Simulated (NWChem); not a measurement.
# SVWN5/LANL2DZ run of C5H6 (pent-3-en-1-yne)

Aim: the vertical ionisation energy of C5H6 (pent-3-en-1-yne) at SVWN5/LANL2DZ, from 2 runs. 

The results are computed with NWChem 7.3.0.

**1. Starting point**

The species is C5H6 (11 atoms), meant as a singlet with charge 0. SMILES: `C#C/C=C/C`. The shape is that of a PBE0-D4/def2-TZVP optimisation.

Bond lengths: C1–C2 1.204 Å, C2–C3 1.417 Å, C3–C4 1.335 Å, C4–C5 1.485 Å, C1–H6 1.064 Å, C3–H7 1.088 Å, C4–H8 1.087 Å, C5–H9 1.091 Å, C5–H10 1.095 Å, C5–H11 1.095 Å. Some angles: C1–C2–C3 178.4°, C2–C3–C4 124.1°, C3–C4–C5 124.4°, C2–C1–H6 179.5°, C2–C3–H7 116.4°, C4–C3–H7 119.5°, C3–C4–H8 118.4°, C5–C4–H8 117.2°, C4–C5–H9 111.7°, C4–C5–H10 110.9°.

**2. A single-point energy at SVWN5/LANL2DZ**

Contents of mymol.nw:

```
start mymol
memory stack 880 mb heap 220 mb global 1100 mb
charge 0

geometry units angstroms noautosym nocenter noautoz
 C       -1.516600       1.700600       2.003600
 C       -0.739100       1.143700       1.272900
 C        0.204200       0.511000       0.426200
 C       -0.092900      -0.483100      -0.413900
 C        0.889700      -1.151100      -1.304600
 H       -2.210500       2.187700       2.646400
 H        1.227200       0.877200       0.483800
 H       -1.121000      -0.834000      -0.456000
 H        1.889700      -0.729500      -1.189400
 H        0.593600      -1.055200      -2.354300
 H        0.941200      -2.224300      -1.094000
end

basis spherical bse
 * library LANL2DZ
end

dft
 xc slater vwn_5
 grid fine
 convergence energy 1e-08
 iterations 100
 mulliken
 noprint "final vectors analysis"
end

task dft energy
```

The run is started by

```sh
$ nwchem mymol.nw > mymol.out
```

Log:

```text
[...]
          Wavefunction type:  closed shell.
          No. of atoms     :    11
          No. of electrons :    36
[...]
          Charge           :     0
          Spin multiplicity:     1
[...]
          AO basis - number of functions:    57
[...]
              XC Information
              --------------
                        Slater Exchange Functional  1.000 local
                      VWN V Correlation Functional  1.000 local
[...]
 d= 0,ls=0.0,diis     1   -192.1464768167 -3.31D+02  1.63D-02  5.50D-01     2.2
[...]
 d= 0,ls=0.0,diis    11   -192.1915920925 -4.73D-09  1.60D-06  8.65D-09    15.6
         Total DFT energy =     -192.191592092535
      One electron energy =     -533.761780526369
           Coulomb energy =      230.230237965412
    Exchange-Corr. energy =      -27.405187423749
 Nuclear repulsion energy =      138.745137892171
[...]
      Total Density - Mulliken Population Analysis
     ---------------------------------------------
    Atom       Charge   Shell Charges
 -----------   ------   -------------------------------------------------------
    1 C    6     6.48   2.00  0.72  0.53  2.59  0.65
    2 C    6     5.81   2.00  0.75  0.22  2.58  0.27
    3 C    6     6.32   2.00  0.74  0.45  2.67  0.47
    4 C    6     6.14   2.00  0.74  0.45  2.60  0.35
    5 C    6     6.79   2.00  0.71  0.70  2.78  0.60
    6 H    1     0.71   0.48  0.23
    7 H    1     0.75   0.49  0.26
    8 H    1     0.74   0.50  0.24
    9 H    1     0.76   0.49  0.26
   10 H    1     0.75   0.49  0.26
[...]
```

Wall time 17 s (1 thread of AMD EPYC 7R43 (Zen 3), shared host); peak memory 0.11 GiB.

**3. The doublet cation**

Contents of geom.nw:

```
start geom
title "C5H6 SVWN5"
memory 2200 mb
charge 1

geometry units angstrom noautosym nocenter noautoz
   C    -1.516600    1.700600    2.003600
   C    -0.739100    1.143700    1.272900
   C     0.204200    0.511000    0.426200
   C    -0.092900   -0.483100   -0.413900
   C     0.889700   -1.151100   -1.304600
   H    -2.210500    2.187700    2.646400
   H     1.227200    0.877200    0.483800
   H    -1.121000   -0.834000   -0.456000
   H     1.889700   -0.729500   -1.189400
   H     0.593600   -1.055200   -2.354300
   H     0.941200   -2.224300   -1.094000
end

basis spherical bse
   * library LANL2DZ
end

dft
   xc slater vwn_5
   mult 2
   grid fine
   convergence energy 1e-08
   iterations 100
   mulliken
   print low
end

task dft energy
```

The run is started by

```sh
$ nwchem geom.nw > geom.out
```

Log:

```text
[...]
 d= 0,ls=0.0,diis     1   -191.8048785960 -3.31D+02  9.85D-03  1.95D-01     2.2
[...]
 d= 0,ls=0.0,diis    14   -191.8638375815 -1.06D-09  2.83D-07  3.36D-10    20.1
[...]
         Total DFT energy =     -191.863837581504
      One electron energy =     -525.370217134459
           Coulomb energy =      221.845608969988
    Exchange-Corr. energy =      -27.084367309204
 Nuclear repulsion energy =      138.745137892171
[...]
      Total Density - Mulliken Population Analysis
     ---------------------------------------------
    Atom       Charge   Shell Charges
 -----------   ------   -------------------------------------------------------
    1 C    6     6.25   2.00  0.76  0.61  2.48  0.39
    2 C    6     5.72   2.00  0.76  0.21  2.56  0.19
    3 C    6     6.20   2.00  0.76  0.49  2.63  0.33
    4 C    6     6.02   2.00  0.77  0.49  2.53  0.23
    5 C    6     6.74   2.00  0.71  0.73  2.80  0.50
    6 H    1     0.65   0.47  0.18
    7 H    1     0.68   0.48  0.20
    8 H    1     0.69   0.49  0.20
    9 H    1     0.72   0.48  0.23
   10 H    1     0.67   0.47  0.20
[...]
      <S2> =      0.7518 (Exact =     0.7500)
[...]
```

It took 21 s on 1 thread of AMD EPYC 7R43 (Zen 3), shared host; peak memory 0.11 GiB.

**4. Summary of results**

At SVWN5/LANL2DZ:

```
                                          quantity          value
                        singlet C5H6: total energy  -192.19159 Eh
                       singlet C5H6: dipole moment         1.29 D
                      doublet cation: total energy  -191.86384 Eh
                              doublet cation: ⟨S²⟩          0.752
vertical ionisation energy (to the doublet cation)       8.919 eV
```

What this shows: Removing an electron at fixed nuclei costs 8.92 eV (861 kJ/mol). Mulliken charges (doublet cation) run from -0.74 on C5 to +0.35 on H6; they depend strongly on the basis.
